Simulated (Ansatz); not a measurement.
Results of LDA (PAW; Ansatz, a program for electronic structure) for tetradymite Bi2Te3.

Settings: plane-wave cutoff 520 eV, 10×10×10 k mesh, Fermi–Dirac smearing 0.01 eV, scalar-relativistic PAW data made under PBE.

Starting structure:

```
CELL_PARAMETERS angstrom
      2.19000     1.26440    10.16333
     -2.19000     1.26440    10.16333
      0.00000    -2.52879    10.16333
ATOMIC_POSITIONS crystal
  Bi 0.40000 0.40000 0.40000
  Bi 0.60000 0.60000 0.60000
  Te 0.00000 0.00000 0.00000
  Te 0.21000 0.21000 0.21000
  Te 0.79000 0.79000 0.79000
```

Question: Into what structure does the relaxation of cell and atoms lead at this level, with the symmetry of the start kept?

Answer: The volume drops by 3.2 %; final space group R-3m.
```
CELL_PARAMETERS angstrom
      2.17633     1.25650     9.96017
     -2.17633     1.25650     9.96017
      0.00000    -2.51301     9.96017
ATOMIC_POSITIONS crystal
  Bi 0.40024 0.40024 0.40024
  Bi 0.59976 0.59976 0.59976
  Te 0.00000 0.00000 0.00000
  Te 0.20901 0.20901 0.20901
  Te 0.79099 0.79099 0.79099
```
